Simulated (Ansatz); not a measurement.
**Relaxing IrO**

Computed with DFT PBE, scalar-relativistic, plane waves, PAW in Ansatz 0.2.0.

IrO was placed on the caesium chloride structure type (Pm-3m, No. 221), with Ir in place of Cs, O in place of Cl, at a guessed volume.

Input of the last, converged step (default PAW datasets):

```yaml
crystal:
  lattice:
    - [2.8103348597, 0.0, 0.0]
    - [0.0, 2.8103348597, 0.0]
    - [0.0, 0.0, 2.8103348597]
  atoms:
    - { symbol: Ir, position: [0.0, 0.0, 0.0] }
    - { symbol: O, position: [0.5, 0.5, 0.5] }
basis:
  ecutwfc: 420
kpoints:
  mp_grid: { grid: [20, 20, 20] }
hamiltonian:
  xc: pbe
scf:
  occupations: { method: gaussian, width: 0.1 }
output:
  forces: true
  stress: true
  eigenvalues: true
relax:
  adjacent_minimum: "off"
  f_tol: 0.01
  max_steps: 80
  cell: { stress_tol: 0.05 }
```

Launched as:

```bash
ansatz run input.yaml --threads 1 --pin off --max-ram 2560MiB --backend cpu --events-out ev --progress --plain --runs-dir out
```

The run took 18 s on 1 thread of AMD EPYC 7R43 64-Core Processor (Zen 3), with other jobs on the host, peak memory 0.41 GiB.

End of the output:

```
SCF converged after 7 iterations
Free energy (F): -12498.190469 eV
Harris-Foulkes:  -12498.190469 eV  (|F-HF|=7.28e-12)
Internal energy: -12498.177463 eV  (E = F + TS)
E sigma→0 (E₀):  -12498.183966 eV
Entropy (-TS):   -0.013006 eV (-6.503 meV/atom)
Fermi energy:    18.999494 eV
--- Per-component energies (eV) ---
  E_band       = -131.618731
  E_kinetic    = 795.397066
  E_local      = -1437.381761  (includes V_loc(G=0)·N_el)
  E_nonlocal   = 122.318069
  E_hartree    = 522.799776
  E_xc         = -339.407142
  E_vxc        = -391.108976  (∫ρ·V_xc dr)
  E_paw        = -9380.398297  (= ΣΔE_a)
  E_vpaw       = -266.444904  (= ΣTr[D̂ρ^β])
  E_aug_tail   = 0.002222  (compensation charges beyond the density's cutoff)
  E_ewald      = -2781.507397
  E_smearing   = -0.013006  (= −TS)
  E_closure    =  0.000000  (closes the sum)
  Σ components = -12498.190469   (vs F -12498.190469, Δ=0.00e0)
--- Forces (eV/Å), atoms counted from 1 ---
  atom   1  Ir     0.00000000     0.00000000     0.00000000
  atom   2  O      0.00000000     0.00000000     0.00000000
  max |Σ_I F_I| component: 4.21e-30 eV/Å
--- Stress (GPa, compression-positive) ---
        0.014867       0.000000       0.000000
        0.000000       0.014867       0.000000
        0.000000       0.000000       0.014867
  P = ⅓ Tr σ = 0.0149 GPa (0.149 kbar)
--- Relaxed structure (1 steps of the walk, 1 accepted, 1 SCFs on fresh bases) ---
  F+E_penalty+E_count = -12498.19046901 eV   max|allowed force component| = 2.104e-30 eV/Å   (the final SCF, on the basis selected at the relaxed cell)
  cell:  # Å, volume = 22.1960 Å³
    - [2.810335, 0.0, 0.0]
    - [0.0, 2.810335, 0.0]
    - [0.0, 0.0, 2.810335]
  atoms:
    - { symbol: Ir, position: [0.0, 0.0, 0.0] }
    - { symbol: O, position: [0.500000, 0.500000, 0.500000] }
```

Total energies depend on the potentials used, so only differences within one code and one set of settings carry meaning.

The result has space group Pm-3m (No. 221). Ir is coordinated by 8 O at 2.43 Å and 6 Ir at 2.81 Å; around O lie 8 Ir at 2.43 Å and 6 O at 2.81 Å.

Against the elements it lies at 1.05 eV/atom. The zero of energy is the elements' standard structures at the same level (O₂ as a molecule); no fitted shifts are applied.

For metals, differences of a few meV/atom aren't resolved. Spin–orbit coupling is left out.

Symmetry constrained the relaxation, so the result can be a saddle point.